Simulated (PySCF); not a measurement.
Relaxation of singlet SO3

Level of theory: PySCF, PBE0, basis S def2-TZVP, O def2-TZVP (no relativity, density fitting). A (50,194) grid was used.

A hand-made T-shaped start, of C2v symmetry, held to at least that symmetry:

Coordinates in bohr (charge 0 multiplicity 1):
```
S     0.0000    0.0000   -0.6107
O     0.0000    0.0000    2.2428
O     2.8518    0.0000   -0.5111
O    -2.8518    0.0000   -0.5111
```

Optimiser trace:
```
step  E − E(last) (kJ/mol)  largest gradient (Eh/bohr)
   0                583.15                     0.24098
   1                237.59                     0.09383
   2                 56.07                     0.07765
   3                  7.40                     0.06834
   4                  0.15                     0.00959
   5                  0.01                     0.00133
   6                  0.00                     0.00017
```

It ends at D3h with S–O 1.419 Å (×3); O–S–O 120.0° (×3). A frequency run shows a minimum. Other isomers or separated fragments may lie lower.

Final geometry:
```xyz
4
charge 0 multiplicity 1, angstrom
S     0.0000    0.0000    0.0000
O     0.0000    0.0000    1.4195
O     1.2293    0.0000   -0.7097
O    -1.2293    0.0000   -0.7097
```

The relaxation took 6 s on 4 threads of a shared Arm Neoverse V2 host, with 130 basis functions and 7 gradients; the process peaked at 0.72 GiB. Launch command: `OMP_NUM_THREADS=4 python axn.py task.json out`.
